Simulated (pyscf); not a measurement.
silicon tetrachloride (Cl–Si(Cl)(Cl)–Cl) + silylene (SiH₂) [singlet] → Cl–SiH₂–Si(Cl)(Cl)–Cl (insertion; singlet surface; Cl–Si broken, Cl–Si, Si–Si formed). PySCF, gas phase, ωB97X-D3(BJ)/def2-SVP geometries. Energies in kcal/mol from the separated reactants.

```csv
level,barrier,reaction energy
ωB97X-D3(BJ)/def2-TZVP,-7.3,-63.3
r²SCAN/def2-TZVP,-5.8,-61.2
B3LYP-D3(BJ)/def2-TZVP,-3.3,-57.6
PBE0-D3(BJ)/def2-TZVP,___,___
M06-2X/def2-TZVP,-2.3,-56.0
HF/def2-TZVP,___,-51.2
```

**Question.** What belongs in the gaps?

**Answer.** 
- PBE0-D3(BJ)/def2-TZVP, barrier: -7.2
- PBE0-D3(BJ)/def2-TZVP, reaction energy: -61.6
- HF/def2-TZVP, barrier: 15.1

On the reactant side the descent ends in a bound adduct, 9.7 kcal/mol under the separated species and 2.4 kcal/mol under the saddle at ωB97X-D3(BJ)/def2-TZVP. At ωB97X-D3(BJ), r²SCAN, B3LYP-D3(BJ), PBE0-D3(BJ), M06-2X the saddle lies under the separated reactants, which points to a path from their complex (located at ωB97X-D3(BJ) alone). One saddle was located; it need not be the lowest between these sides.
